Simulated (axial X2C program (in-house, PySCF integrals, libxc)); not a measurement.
**BLi⁺: properties at the nuclei**

Wanted for BLi⁺: properties at the nuclei, at the two-component level.

The runs use an in-house X2C program for linear molecules on PySCF integrals; two-component X2C with atomic mean-field terms, B dyall-v3z, Li dyall-cv3z.

All values are calculated.

### Step 1. Set-up

task.json reads:

```json
{
 "zs": [
  5,
  3
 ],
 "q": 1,
 "bas": [
  "dyall-v3z",
  "dyall-cv3z"
 ],
 "r0": 2.18,
 "levels": [
  "PBE0",
  "HF",
  "PBE50",
  "BHandHLYP",
  "BP86"
 ],
 "nst": 3
}
```

Keys: zs atomic numbers; q charge; bas basis sets; r0 starting distance in Å; levels methods (HF also brings MP2); nst determinants followed.

Started as:

```bash
$ python soeom.py task.json out
```

The runs that follow: Expectation values, lowest determinant; Expectation values, a higher determinant.

Before running it: what results should come out? Wanted: lowest determinant; Eeff magnitude; Ws magnitude B; A∥/gI B; qzz B; higher determinant (for each run or level that gives them).

The runs gave:

| quantity | value |
| --- | --- |
| lowest determinant | Ω = 1/2 (excess of +ω over −ω: ω = 1/2) |
| Eeff magnitude (GV/cm), PBE0 | 0.00546 |
| Ws magnitude B (kHz), PBE0 | 0.00422 |
| A∥/gI B (MHz), PBE0 | 103 |
| qzz B (a.u.), PBE0 | -0.62 |
| higher determinant | Ω = 3/2 (excess of +ω over −ω: ω = 3/2) |
| Eeff magnitude (GV/cm), PBE0, higher determinant | 0.00143 |
| Ws magnitude B (kHz), PBE0, higher determinant | 0.000399 |
| A∥/gI B (MHz), PBE0, higher determinant | 55.6 |
| qzz B (a.u.), PBE0, higher determinant | 0.33 |

In the first state, the effective field runs from 0.00546 to 0.00625 GV/cm over the mean-field levels. The expectation values come from single determinants, which for open shells can mix terms of unlike spin or miss the lowest Ω, so a determinant need not be a state. Eeff is the effective electric field on the electron dipole moment in this Ω state and Ws the scalar–pseudoscalar constant (defined with the proton number Z and per Ω); A∥ is the parallel hyperfine constant, which follows by multiplying with the nuclear g factor gI = μI/(I μN); qzz is the electric field gradient, eQq0 = 234.96 MHz × Q/barn × qzz. The operators were transformed with the bare-nucleus X2C matrices.
